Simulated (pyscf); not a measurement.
**Concerted two-bond exchange: H₃Si–AsH₂ + SiH₂ [singlet] → H₂Si=AsH + SiH₄**

Gas phase, singlet surface, charge 0. Bonds broken: As1–Si2, As1–H3. Bonds formed: As1–Si8, Si2–H3. Single points on ωB97X-D3(BJ)/def2-SVP structures (PySCF, gas phase). Correlated levels are frozen-core, on RHF or UHF. ΔMP2 is the change of the MP2 total energy from the triple- to the quadruple-zeta basis.

Transition state (Å):

```xyz
10

As    -1.7077    -0.2996    -0.0188
Si     0.4147     0.1200     1.3373
H     -0.3781     0.7317    -0.0362
H     -2.4380     0.9038     0.5395
H      1.0678    -1.1789     1.0567
H     -0.2425     0.2262     2.6613
H      1.4061     1.2266     1.1921
Si    -2.3414    -0.3742    -2.3041
H     -1.1782    -1.2822    -2.6664
H     -1.7478     0.9542    -2.7339
```

One imaginary mode, 464i cm⁻¹; descent along it reached the two sides named, in the forms told below.

```csv
bond,change,reactant side (Å),saddle,product side
As1–Si2,breaks,2.348,2.553,3.7
As1–H3,breaks,1.506,1.683,3.6
As1–Si8,forms,2.428,2.373,2.149
Si2–H3,forms,3.0,1.700,1.490
```

Electronic energies relative to the separated reactants (kJ/mol):

```csv
level,barrier,reaction energy,reverse barrier
ωB97X-D3(BJ)/def2-TZVP,25.4,-112.3,137.7
PBE/def2-TZVP,-1.4,-123.2,121.8
r²SCAN/def2-TZVP,2.3,-131.9,134.2
B3LYP-D3(BJ)/def2-TZVP,26.4,-115.2,141.6
PBE0-D3(BJ)/def2-TZVP,7.9,-117.7,125.5
M06-2X/def2-TZVP,31.6,-111.3,142.9
ωB97M-D3(BJ)/def2-TZVP,45.3,-101.5,146.8
HF/def2-TZVP,114.6,-95.3,209.9
MP2/def2-QZVPP,29.2,-129.7,158.9
CCSD/def2-TZVPP,61.5,-103.7,165.1
CCSD(T)/def2-TZVPP,46.1,-112.3,158.4
CCSD(T)/def2-TZVPP + ΔMP2(QZVPP),41.2,-115.7,156.9
```

With CCSD(T)/def2-TZVPP + ΔMP2(QZVPP) energies and thermal terms (ideal gas, 1 atm, RRHO with modes under 100 cm⁻¹ raised to 100, one conformer, R ln 2 for chiral ones without a mode under 150 cm⁻¹), in kJ/mol:

```json
[
 {"T (K)": "298", "ΔH‡": "45.6", "ΔG‡": "90.9", "ΔH": "-110.6", "ΔG": "-104.2"},
 {"T (K)": "600", "ΔH‡": "46.4", "ΔG‡": "136.6", "ΔH": "-111.9", "ΔG": "-97.1"},
 {"T (K)": "900", "ΔH‡": "48.5", "ΔG‡": "181.3", "ΔH": "-112.7", "ΔG": "-89.5"},
 {"T (K)": "1200", "ΔH‡": "50.9", "ΔG‡": "225.3", "ΔH": "-113.2", "ΔG": "-81.7"}
]
```

On the reactant side the descent ends in an adduct with a As–Si contact, 123.4 kJ/mol under the separated species and 148.8 kJ/mol under the saddle at ωB97X-D3(BJ)/def2-TZVP. At PBE the saddle lies under the separated reactants, which points to a path from their complex (located at ωB97X-D3(BJ) alone). What is counted as formed (As–Si) is already present as a longer contact in the reactant adduct; forming that adduct is a step of its own. The same reactants have a lower exit, to H₃Si–SiH₂–AsH₂ (barrier +9.5 kJ/mol at ωB97M-D3(BJ)/def2-TZVP, against +45.3 kJ/mol here). This is the saddle that the search found; another between the same sides may lie lower. The CCSD(T) − MP2 part came from Ansatz, without density fitting, on the same reference. The frozen core leaves the outer d or s,p core shells of the metals and heavy elements correlated in the MP2 and CC values, and def2-TZVPP describes them poorly, which can shift differences by a few kcal/mol. Elements up to Kr have no core potential and no relativistic terms here.
